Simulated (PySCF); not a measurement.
# thioacetamide: 4 charge schemes on one density

Thioacetamide, C2H5NS.
Numbering: `[CH3:1][C:2]([NH2:3])=[S:4]` (hydrogens: H5, H6, H7 on C1; H8, H9 on N3)

Cartesian coordinates in Å at the PBE0-D3(BJ)/def2-SVP level; atoms count from 1:
```xyz
9
C2H5NS angstrom
C     -0.7013    0.3668   -0.7671
C     -0.1368   -0.1187    0.5402
N      1.1741   -0.4042    0.5287
S     -1.0680   -0.2892    1.8916
H     -1.1520    1.3582   -0.6203
H      0.0492    0.4282   -1.5704
H     -1.5105   -0.3064   -1.0829
H      1.6056   -0.7362    1.3826
H      1.7397   -0.2985   -0.3026
```

Density: PBE0/pcSseg-1 (PySCF); schemes: Mulliken, IAO, Hirshfeld and ESP-fitted. Geometry: PBE0-D3(BJ)/def2-SVP; no solvent, vibrations or thermal averaging.

Task: Do the Mulliken, IAO, Hirshfeld and ESP-fitted schemes agree on where the charge is lowest?

Result: The schemes don't all agree: Mulliken N3 (-0.307); IAO C1 (-0.433); Hirshfeld S4 (-0.268); ESP-fitted N3 (-0.567).

Task: For which atoms does the sign change between the 4 schemes (beyond +0.03 e in one, beyond −0.03 e in another)?

Result: C2.

Task: Give the atomic charges in each scheme.

Result: In e:

| atom | environment | Mulliken | IAO | Hirshfeld | ESP-fitted |
| --- | --- | --- | --- | --- | --- |
| C1 | methyl carbon | -0.206 | -0.433 | -0.117 | -0.328 |
| C2 | thiocarbonyl carbon | -0.121 | +0.075 | +0.084 | +0.242 |
| N3 | nitrogen bound to a thiocarbonyl carbon | -0.307 | -0.429 | -0.141 | -0.567 |
| S4 | thiocarbonyl sulfur | -0.195 | -0.269 | -0.268 | -0.367 |
| H5 | methyl hydrogen | +0.159 | +0.177 | +0.057 | +0.127 |
| H6 | methyl hydrogen | +0.108 | +0.133 | +0.044 | +0.114 |
| H7 | methyl hydrogen | +0.160 | +0.177 | +0.057 | +0.127 |
| H8 | N–H hydrogen | +0.208 | +0.292 | +0.140 | +0.300 |
| H9 | N–H hydrogen | +0.195 | +0.277 | +0.145 | +0.354 |

Mean size of the charges over all atoms: ESP-fitted 0.281 e, IAO 0.251 e, Mulliken 0.184 e, Hirshfeld 0.117 e. Each set sums to the total charge, 0, to within 0.001 e. The ESP scheme fits charges at the nuclei, held to the total charge, to the electrostatic potential on points at 1.4 to 2.0 times the van der Waals radii. The IAO scheme counts the electrons in orthogonalised intrinsic atomic orbitals, a minimal basis polarised so that it spans the occupied orbitals exactly.

Task: How closely do the schemes follow one another over all atoms?

Result: Correlation coefficient and root-mean-square difference: IAO with ESP-fitted 0.96, 0.094 e; Mulliken with IAO 0.94, 0.118 e; Hirshfeld with ESP-fitted 0.93, 0.196 e; IAO with Hirshfeld 0.89, 0.170 e; Mulliken with ESP-fitted 0.86, 0.177 e; Mulliken with Hirshfeld 0.82, 0.113 e.

Task: Sum the charges by element, for elements with more than one atom.

Result: 
```json
{"element": "C", "atoms": "2", "Mulliken": "-0.328", "IAO": "-0.359", "Hirshfeld": "-0.034", "ESP-fitted": "-0.086"}
{"element": "H", "atoms": "5", "Mulliken": "+0.830", "IAO": "+1.056", "Hirshfeld": "+0.443", "ESP-fitted": "+1.021"}
```

Task: How many electrons does the Mulliken scheme count on S4?

Result: Z − q = 16 − (-0.195) = 16.195.
